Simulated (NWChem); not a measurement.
A series in which one site is exchanged, each optimised at PBE0/def2-SVP with NWChem, gas phase unless a solvent is named. This build's default masses of Se (78.918 u) and Br (79.917 u) are each other's, which moves their modes by up to 0.6 %. Some are not confirmed as minima by frequencies. def2 effective core potentials on Sn; no spin-orbit coupling.

A: [Cl][Ge]([Cl])([Cl])[Cl] (GeCl₄; site = Ge)
B: Cl[Si](Cl)(Cl)Cl (SiCl₄; site = Si)
C: Cl[Se](Cl)(Cl)Cl (SeCl4; site = Se)
D: [Cl][Sn]([Cl])([Cl])[Cl] (SnCl$_{4}$; site = Sn)

Question: Rank them by orbital gap (eV), PBE0/def2-SVP, lowest first.

Answer: C (4.30), D (6.20), A (7.35), B (9.00)
